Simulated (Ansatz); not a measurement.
# CH7AlS: the cost of one run

Method: PBE0-D4/def2-SVP; program: Ansatz 0.2.0, Gaussian basis.

## Step 1: Where the work starts

The start, a first-order saddle point found at PBE0-D4 in triple zeta: 10 atoms, charge 0, spin multiplicity 1.

Atoms are counted from 1 here; the program's logs count them from 0.

Bond lengths: Al1–S2 2.419 Å, Al1–H3 1.583 Å, Al1–H4 1.584 Å, Al1–H5 1.849 Å, Al1–C6 2.085 Å, S2–H5 1.577 Å, S2–H7 1.343 Å, C6–H8 1.092 Å, C6–H9 1.102 Å, C6–H10 1.092 Å. Angles: S2–Al1–H3 106.7°, S2–Al1–H4 109.3°, S2–Al1–H5 40.7°, S2–Al1–C6 87.2°, H3–Al1–H4 126.2°, H3–Al1–H5 114.9°, H3–Al1–C6 109.9°, H4–Al1–H5 118.5°, H4–Al1–C6 110.5°, H5–Al1–C6 46.6°, Al1–S2–H5 49.8°, Al1–S2–H7 93.2°, H5–S2–H7 90.8°, Al1–H5–S2 89.5°, Al1–C6–H8 121.5°, Al1–C6–H9 89.1°, Al1–C6–H10 120.3°, H8–C6–H9 105.5° and more.

Coordinates:

```xyz
10
charge 0, multiplicity 1
Al   -0.8176   -0.1743   -0.7291
S     0.8296    1.5228   -1.2352
H    -0.7017   -1.2716   -1.8637
H    -2.1512    0.5223   -0.2351
H     0.7970    0.4497   -0.0804
C     0.3759   -0.7043    0.8967
H     0.2515    2.4310   -0.4319
H     1.3392   -1.2005    0.7599
H    -0.3386   -1.5087    1.1366
H     0.4160   -0.0664    1.7822
```

## Step 2: The run

Input file md/in.yaml:

```yaml
crystal:
  periodic: [false, false, false]
  atoms:
    - {symbol: Al, position_ang: [-0.817615, -0.174300, -0.729092]}
    - {symbol: S, position_ang: [0.829596, 1.522829, -1.235173]}
    - {symbol: H, position_ang: [-0.701706, -1.271632, -1.863706]}
    - {symbol: H, position_ang: [-2.151232, 0.522340, -0.235118]}
    - {symbol: H, position_ang: [0.797044, 0.449715, -0.080373]}
    - {symbol: C, position_ang: [0.375859, -0.704310, 0.896742]}
    - {symbol: H, position_ang: [0.251469, 2.430984, -0.431910]}
    - {symbol: H, position_ang: [1.339215, -1.200522, 0.759891]}
    - {symbol: H, position_ang: [-0.338633, -1.508713, 1.136558]}
    - {symbol: H, position_ang: [0.416002, -0.066391, 1.782182]}
basis:
  gaussian: {orbitals: def2-SVP}
hamiltonian: {xc: pbe0, dispersion: d4}
md: {n_steps: 30, timestep: 0.75, temperature: 200, ensemble: nvt_langevin, seed: 151, friction: 0.01, initial_velocities: maxwell_boltzmann}
```

Run with:

```
$ ansatz run in.yaml --threads 2 --pin off --events-out ev --progress --plain --max-ram 4352MiB
```

**Question.** How long does this run take on 2 threads of Arm Neoverse N1, shared host?

About 88 s.
